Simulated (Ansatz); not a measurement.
# Silicon, diamond under LDA: testing the plane-wave cutoff

Aim: find which plane-wave cutoff is enough for energy and pressure. The geometry was relaxed under LDA beforehand and stays fixed; 9 values are run, from 150 to 800 eV. Wanted are the values from which on the energy stays within 10 and 1 meV/atom, and the pressure within 0.5 GPa, of the last run. Within the series other settings stay, but some runs also write fields, which adds to their time. Spin polarisation is left out.

Computed with Ansatz 0.2.0 (DFT LDA, plane waves with PAW, scalar-relativistic, unless a step says otherwise).

## Step 1: Starting point

Symmetry: Fd-3m, No. 227, cubic system. Conventional cell: a = 5.403 Å, b = 5.403 Å, c = 5.403 Å, α = 90.00°, β = 90.00°, γ = 90.00°. Around Si (site symmetry -43m) lie 4 Si at 2.34 Å.

Structure file:

```cif
data_structure
_symmetry_space_group_name_H-M 'Fd-3m:1'
_symmetry_Int_Tables_number 227
_cell_length_a 5.4033
_cell_length_b 5.4033
_cell_length_c 5.4033
_cell_angle_alpha 90.000
_cell_angle_beta 90.000
_cell_angle_gamma 90.000
_cell_volume 157.76
loop_
_atom_site_label
_atom_site_type_symbol
_atom_site_symmetry_multiplicity
_atom_site_Wyckoff_symbol
_atom_site_fract_x
_atom_site_fract_y
_atom_site_fract_z
_atom_site_occupancy
Si1 Si 8 a 0.50000 0.00000 0.50000 1
```

## Step 2: The usual settings first

Contents of input.yaml:

```yaml
crystal:
  lattice:
    - [0.0, 2.7016643793, 2.7016643793]
    - [2.7016643793, 0.0, 2.7016643793]
    - [2.7016643793, 2.7016643793, 0.0]
  atoms:
    - { symbol: Si, position: [0.5, 0.5, 0.5] }
    - { symbol: Si, position: [0.75, 0.75, 0.75] }
hamiltonian:
  xc: lda
  pseudopotentials:
    kind: paw
    azcp:
      Si: "pseudopotentials/Si.paw.azcp"
basis:
  ecutwfc: 420
  fft_grid_basis: typed
kpoints:
  mp_grid: { grid: [9, 9, 9], shift: [0, 0, 0] }
magnetization:
  spin_polarized: false
scf:
  occupations: { method: fermi_dirac, width: 0.05 }
  lower_state_search: "off"
output:
  stress: true
  write_density: true
  write_potential: true
  elf: true
  volumetric_format: npy
```

Launch:

```console
ansatz run input.yaml --threads 2 --pin off --max-ram 5120MiB --backend cpu --events-out ev --progress --plain --runs-dir out
```

## Step 3: With a cutoff of 150 eV

The run at 150 eV.

Changes to input.yaml since step 2:

```diff
@@ -15,6 +15,6 @@
 basis:
-  ecutwfc: 420
+  ecutwfc: 150
   fft_grid_basis: typed
 kpoints:
-  mp_grid: { grid: [9, 9, 9], shift: [0, 0, 0] }
+  mp_grid: { grid: [10, 10, 10], shift: [0, 0, 0] }
 magnetization:
@@ -26,5 +26 @@
   stress: true
-  write_density: true
-  write_potential: true
-  elf: true
-  volumetric_format: npy
```

## Step 4: With a cutoff of 200 eV

The run at 200 eV.

Changes to input.yaml since step 3:

```diff
@@ -15,3 +15,3 @@
 basis:
-  ecutwfc: 150
+  ecutwfc: 200
   fft_grid_basis: typed
```

## Step 5: With a cutoff of 250 eV

The run at 250 eV.

Changes to input.yaml since step 4:

```diff
@@ -15,3 +15,3 @@
 basis:
-  ecutwfc: 200
+  ecutwfc: 250
   fft_grid_basis: typed
@@ -26 +26,5 @@
   stress: true
+  write_density: true
+  write_potential: true
+  elf: true
+  volumetric_format: npy
```

## Step 6: With a cutoff of 300 eV

The run at 300 eV.

Changes to input.yaml since step 5:

```diff
@@ -15,3 +15,3 @@
 basis:
-  ecutwfc: 250
+  ecutwfc: 300
   fft_grid_basis: typed
```

## Step 7: With a cutoff of 350 eV

The run at 350 eV.

Changes to input.yaml since step 6:

```diff
@@ -15,3 +15,3 @@
 basis:
-  ecutwfc: 300
+  ecutwfc: 350
   fft_grid_basis: typed
@@ -26,5 +26 @@
   stress: true
-  write_density: true
-  write_potential: true
-  elf: true
-  volumetric_format: npy
```

## Step 8: With a cutoff of 420 eV

The run at 420 eV.

Changes to input.yaml since step 7:

```diff
@@ -15,3 +15,3 @@
 basis:
-  ecutwfc: 350
+  ecutwfc: 420
   fft_grid_basis: typed
```

## Step 9: With a cutoff of 500 eV

The run at 500 eV.

Changes to input.yaml since step 8:

```diff
@@ -15,3 +15,3 @@
 basis:
-  ecutwfc: 420
+  ecutwfc: 500
   fft_grid_basis: typed
```

## Step 10: With a cutoff of 600 eV

The run at 600 eV.

Changes to input.yaml since step 9:

```diff
@@ -15,3 +15,3 @@
 basis:
-  ecutwfc: 500
+  ecutwfc: 600
   fft_grid_basis: typed
```

## Step 11: With a cutoff of 800 eV

The run at 800 eV.

Changes to input.yaml since step 10:

```diff
@@ -15,3 +15,3 @@
 basis:
-  ecutwfc: 600
+  ecutwfc: 800
   fft_grid_basis: typed
```

(Steps that only read results are left out.)

**Question.** What will these runs give?

As calculated:

```
                                                                   quantity                                 value
                                E(σ → 0) stays within 10 meV/atom of 800 eV                        from 350 eV on
                                           E(σ → 0) stays within 1 meV/atom                        from 420 eV on
                                              pressure stays within 0.5 GPa                        from 250 eV on
                                                         pressure at 800 eV                             -0.08 GPa
                                            CPU time, dearest over cheapest                                   4.7
run at the usual settings (mesh 9×9×9 against the series' 10×10×10, 420 eV)  +1.3 meV/atom from 800 eV, -0.07 GPa
```

**Reading.** At 150 eV the energy differs by +328.1 meV/atom and the pressure by +2.4 GPa. Each step up in cutoff lowers the energy. 1 meV/atom is reached at 420 eV; energy differences often converge earlier, as errors cancel.
